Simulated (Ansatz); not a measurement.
An input for C2H4F2 (1,2-difluoroethane)

C2H4F2 has 8 atoms, charge 0, and is taken as a singlet. As SMILES, `FCCF`. The shape is that of a PBE0-D4/def2-TZVP optimisation. This is one conformer, not always the lowest. The run starts from this shape.

```xyz
8

F    -1.3124    0.7756    0.8740
C    -0.1158    0.7161    0.1932
C     0.2179   -0.6961   -0.1774
F    -0.6181   -1.1533   -1.1728
H    -0.2012    1.3378   -0.7028
H     0.6703    1.1180    0.8419
H     1.2489   -0.7425   -0.5448
H     0.1104   -1.3556    0.6888
```

Settings wanted:

| Setting | Value |
| --- | --- |
| basis set | 6-31G* |
| core potential | none |
| integral approximation | automatic |
| walk f tol | 0.002 eV/angstrom |
| task | optimise |
| method | HF |
| reference | RHF |
| accuracy | medium |
| start density | atoms |
| d and f functions | Cartesian |

Q: Give an Ansatz 0.2.0 job that does this.

A: This one ran through:

job.yaml:
```yaml
crystal:
  periodic: [false, false, false]
  atoms:
    - symbol: F
      position_ang: [-1.312370, 0.775570, 0.874010]
    - symbol: C
      position_ang: [-0.115750, 0.716060, 0.193200]
    - symbol: C
      position_ang: [0.217900, -0.696080, -0.177380]
    - symbol: F
      position_ang: [-0.618130, -1.153280, -1.172850]
    - symbol: H
      position_ang: [-0.201180, 1.337840, -0.702830]
    - symbol: H
      position_ang: [0.670250, 1.117960, 0.841860]
    - symbol: H
      position_ang: [1.248900, -0.742470, -0.544780]
    - symbol: H
      position_ang: [0.110390, -1.355610, 0.688780]
basis:
  gaussian: {orbitals: "6-31G*"}
hamiltonian: {xc: hf}
relax: {f_tol: 0.002}
output: {orbitals: {seedname: orbitals}}
```

```bash
$ ansatz run job.yaml --threads 1 --pin off --max-ram 3480MiB --events-out events.jsonl --progress --plain --runs-dir runs
```

Calculated total energy at the end of the run: -276.92140 Eh.
